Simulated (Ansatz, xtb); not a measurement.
**Two structures of C3H4+**

Structure I: the doublet with the links of `[CH+]=[C]C`. Structure II: a doublet given by its coordinates. Both are isolated ions in the gas phase, relaxed with B3LYP-D3(BJ)/def2-SVP.

I (Å):

```yaml
atoms:
  - { symbol: C, position_ang: [-0.6952, 0.2670, -0.2472] }
  - { symbol: C, position_ang: [-1.0620, -0.0723, -1.3974] }
  - { symbol: C, position_ang: [-0.2674, 0.6262, 1.0507] }
  - { symbol: H, position_ang: [-1.3807, -0.3641, -2.3949] }
  - { symbol: H, position_ang: [0.4131, -0.1998, 1.3961] }
  - { symbol: H, position_ang: [0.3485, 1.5444, 1.0516] }
  - { symbol: H, position_ang: [-1.1014, 0.6513, 1.7763] }
```

II (Å):

```yaml
atoms:
  - { symbol: C, position_ang: [-1.4523, 0.1581, 0.0850] }
  - { symbol: C, position_ang: [-0.1621, 0.3494, -0.1202] }
  - { symbol: C, position_ang: [1.1282, 0.5402, -0.3257] }
  - { symbol: H, position_ang: [1.7858, -0.2947, -0.6232] }
  - { symbol: H, position_ang: [-2.0714, -0.3801, -0.6533] }
  - { symbol: H, position_ang: [-1.9440, 0.5315, 0.9997] }
  - { symbol: H, position_ang: [1.5814, 1.5392, -0.2051] }
```

Close contacts (Å): C1–C2 1.32, C2–C3 1.32, C1–H5 1.10, C1–H6 1.10, C3–H4 1.10, C3–H7 1.10.

Energies in hartree; the thermal terms are from B3LYP-D3(BJ)/def2-SVP harmonic frequencies (ideal gas, rigid rotor, one conformer each, 298.15 K, 1 atm) and include the zero-point energy:

```
                               I           II
E, CCSD(T)/def2-TZVP  −116.047861  −116.070398
   zero-point energy     0.050923     0.052080
        H(298 K) − E     0.056317     0.056993
        G(298 K) − E     0.025629     0.028469
```

Q: Work out ΔE, ΔE₀, ΔH and ΔG for I → II in kJ/mol (1 Eh = 2625.50 kJ/mol) and the equilibrium ratio [II]/[I].

A: 1. ΔE = −116.070398 − (−116.047861) = −0.022537 Eh = −59.17 kJ/mol.
2. ΔE₀ = ΔE + ΔZPE = −0.022537 + (+0.001157) Eh = −56.13 kJ/mol.
3. ΔH = ΔE + (+0.000676) Eh = −57.40 kJ/mol.
4. ΔG = ΔE + (+0.002840) Eh = −51.71 kJ/mol, so ΔS = (ΔH − ΔG)/T = −19.1 J/(mol K).
5. kT = 0.9442 mEh, so K = [II]/[I] = exp(−ΔG/kT) = exp(+20.86) ≈ 1.1 × 10^9.

Structure II is favoured at this temperature. An error of 4 kJ/mol in ΔG would change K by a factor of 5. Mirror images and further conformers aren't counted.

Other levels gave ΔE = −43.9 (GFN2-xTB); −48.7 (HF/STO-3G, GFN2-xTB geometries); −70.2 (r2SCAN-D4/def2-SVP, GFN2-xTB geometries); −69.1 (B3LYP-D3(BJ)/def2-SVP); −60.0 (HF/def2-TZVP); −37.1 (MP2/def2-TZVP) kJ/mol. Open shells are spin-unrestricted, with notable spin contamination. The correlated steps freeze 3 core orbitals. Programs: Ansatz 0.2.0, xtb 6.7.1.
